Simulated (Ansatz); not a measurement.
Cost and result up the ladder for Al(PH3)H3 (AlPH₆) (8 atoms). Charge 0, multiplicity 1. Geometry: PBE-D4/def2-TZVP.

```xyz
8

Al   -0.073    1.292    0.656
P     0.054   -0.947   -0.481
H     0.514   -1.025   -1.823
H    -1.129   -1.719   -0.635
H     0.881   -1.964    0.068
H    -1.082    1.971   -0.394
H     1.493    1.637    0.556
H    -0.658    0.755    2.052
```

Ansatz on 4 threads of Arm Neoverse V2 on a shared host. Times are rough, and most runs start from the orbitals of an earlier one. CAM-B3LYP-D4/def2-TZVP serves as the yardstick here, not as an exact answer. Differences are given only for rows in sets of like size (and for xTB, whose basis is part of the method), since another set adds its own error. Binding counts from free atoms at the same level (Al doublet, P quartet, H doublet; other spins of the atoms weren't run), without zero-point energy or a counterpoise term.

B3LYP takes the VWN-RPA correlation. Correlated methods freeze 10 core orbitals.

Correlated methods converge slowly with the basis.

| level | functions | binding energy per atom (eV) | difference from CAM-B3LYP-D4/def2-TZVP (eV) |
| --- | --- | --- | --- |
| HF/def2-TZVP | 110 | 1.90 | -0.67 |
| HF/6-31G | 38 | 1.59 | – |
| PBE0-D4/def2-TZVP (with forces) | 110 | 2.50 | -0.07 |
| PBE-D4/def2-SVP | 66 | 2.50 | – |
| LDA (SPW92)/def2-TZVP | 110 | 2.80 | 0.23 |
| PBE0-D4/def2-TZVPD | 140 | 2.50 | -0.07 |
| r2SCAN-D4/def2-TZVP | 110 | 2.54 | -0.03 |
| r2SCAN0-D4/def2-TZVP | 110 | 2.53 | -0.04 |
| CCSD(T)/def2-TZVPP | 168 | 2.49 | -0.08 |
| PBE-D4/def2-TZVP | 110 | 2.50 | -0.07 |
| CCSD(T)/def2-TZVPD | 140 | 2.45 | -0.13 |
| MP2/def2-TZVP | 110 | 2.36 | -0.22 |
| B3LYP-D4/6-31G | 38 | 2.37 | – |
| CAM-B3LYP-D4/def2-TZVP | 110 | 2.57 | 0.00 |

**Question.** Estimate how long each takes.

**Answer.** HF/6-31G 0.1 s; HF/def2-TZVP 0.25 s; LDA (SPW92)/def2-TZVP 0.3 s; PBE-D4/def2-SVP 0.3 s; B3LYP-D4/6-31G 0.3 s; MP2/def2-TZVP 0.3 s; PBE-D4/def2-TZVP 0.5 s; CAM-B3LYP-D4/def2-TZVP 0.6 s; PBE0-D4/def2-TZVPD 0.75 s; PBE0-D4/def2-TZVP (with forces) 0.85 s; r2SCAN-D4/def2-TZVP 1 s; r2SCAN0-D4/def2-TZVP 1.1 s; CCSD(T)/def2-TZVPD 2.8 s; CCSD(T)/def2-TZVPP 5 s. On shared hardware such times vary by a factor of up to 3.
